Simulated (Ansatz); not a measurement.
## Where CCSD(T) holds and where it slips

Each species is computed at the geometry given (Å), with frozen cores, in Ansatz 0.2.0: RHF-CCSD(T) for singlets, UHF-CCSD(T) otherwise, and full CI in the same basis. The program picks the determinant by trial CCSD, so it needn't be the lowest Hartree–Fock solution. States: SiP⁺ singlet Σ⁺ or Δ, H2Si–B quartet B1, HNSi triplet A'. Cases whose determinant has another symmetry than full CI's state, or whose (Q) step broke down, weren't drawn.

Question: Judging by size, spin and bonding and the diagnostics given, rank them by the size of CCSD(T)'s error in total energy against full CI in the same basis, smallest first (an estimate).
A. H2Si–B, quartet, 6-31G: Si 0.000 0.000 1.195; B 0.000 0.000 -5.312; H 0.000 1.213 2.058; H 0.000 -1.213 2.058. T1 0.008, (T) -23 meV in a correlation energy of -2.53 eV
B. SiP⁺, singlet, cc-pVDZ: Si 0.000 0.000 0.000; P 0.000 0.000 1.770. T1 0.030, (T) -421 meV in a correlation energy of -6.30 eV
C. HNSi, triplet, 6-31G: Si 0.000 0.052 0.825; N 0.000 -0.149 -1.499; H 0.000 0.628 -2.160. T1 0.108, (T) -131 meV in a correlation energy of -3.83 eV

Answer: A (11.6 meV), B (71.7 meV), C (158.9 meV).

```json
{"species": "H2Si–B, quartet", "basis": "6-31G", "correlated electrons": "9", "CCSD(T) − full CI (meV)": "11.6", "CCSDT(Q) − full CI (meV)": "-0.1", "unpaired electrons (full CI)": "3.09", "T1": "0.008", "⟨S²⟩ of the determinant": "3.76"}
{"species": "SiP⁺, singlet", "basis": "cc-pVDZ", "correlated electrons": "8", "CCSD(T) − full CI (meV)": "71.7", "CCSDT(Q) − full CI (meV)": "-3.1", "unpaired electrons (full CI)": "0.43", "T1": "0.030", "⟨S²⟩ of the determinant": "0.00"}
{"species": "HNSi, triplet", "basis": "6-31G", "correlated electrons": "10", "CCSD(T) − full CI (meV)": "158.9", "CCSDT(Q) − full CI (meV)": "-20.8", "unpaired electrons (full CI)": "2.62", "T1": "0.108", "⟨S²⟩ of the determinant": "2.69"}
```

Unpaired electrons are Σ n²(2−n)² over natural occupations; an open shell counts its own unpaired electrons too. Frozen cores follow each run's orbitals, which moves totals by a few meV. No single determinant describes HNSi, triplet well, by full CI's occupations.
